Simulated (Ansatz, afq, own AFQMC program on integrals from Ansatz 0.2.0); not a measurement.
# SiN⁺, quintet: AFQMC among the cluster methods

```xyz
2

Si    0.0000    0.0000    0.0000
N     0.0000    0.0000    1.8891
```

Basis aug-cc-pVDZ. Only valence electrons are correlated. Integrals, coupled cluster, full CI and functionals: Ansatz 0.2.0; the random walks run on the same integrals in our own AFQMC program. The CISD trial takes its coefficients from CCSD amplitudes. Released means that phaseless walkers are propagated on without the constraint, phases kept. Error bars are statistical, one sigma.

Determinant: UHF, the one that the program's search chose, which needn't be the lowest solution. The geometry is a PBE0/def2-TZVP stationary point of this or a neighbouring charge and spin state.

No full CI on the walks' own integrals is used here; CCSDT(Q) serves as the reference and is uncertain by about the last step of the cluster series.

Cautions: lower spins were not checked.

The T1 diagnostic is 0.0276, the weight of the determinant in the CISD state is 0.894 and the ⟨S²⟩ of the determinant is 6.034. The size of the correlated space is 8 electrons in 44 orbitals.

| level | correlation energy (eV) |
| --- | --- |
| MP2 | -3.3963 |
| CCSD | -4.3594 |
| CCSD(T) | -4.4809 |

Question: Estimate where AFQMC with the constraint released lies against CCSD(T) on the same integrals.

Answer: 3.6 ± 0.3 kJ/mol below CCSD(T).

Reference: CCSDT(Q), correlation energy -4.521 eV. The released energy is read at 2.40 1/Eh (meV from the phaseless value at times in 1/Eh: -2.8 ± 2.3 at 0.24, -6.4 ± 1.5 at 0.51, -12.1 ± 1.6 at 0.99, -21 ± 7 at 1.62, -17 ± 3 at 2.40).

```json
{"level": "CCSD(T)", "E − E(reference) (kJ/mol)": "3.8", "share of correlation (%)": "99.12"}
{"level": "CCSDT", "E − E(reference) (kJ/mol)": "0.7", "share of correlation (%)": "99.85"}
{"level": "ph-AFQMC/CISD", "E − E(reference) (kJ/mol)": "1.8 ± 0.2", "share of correlation (%)": "99.58"}
{"level": "released AFQMC", "E − E(reference) (kJ/mol)": "0.2 ± 0.3", "share of correlation (%)": "99.96"}
```

A walk keeps the symmetry of its determinant, which the program's search chose and which needn't be the lowest solution, so a lower state of the same spin and another symmetry isn't excluded. Released energies are given only where the last usable release times agree within the noise; a slower fall can still hide under it.
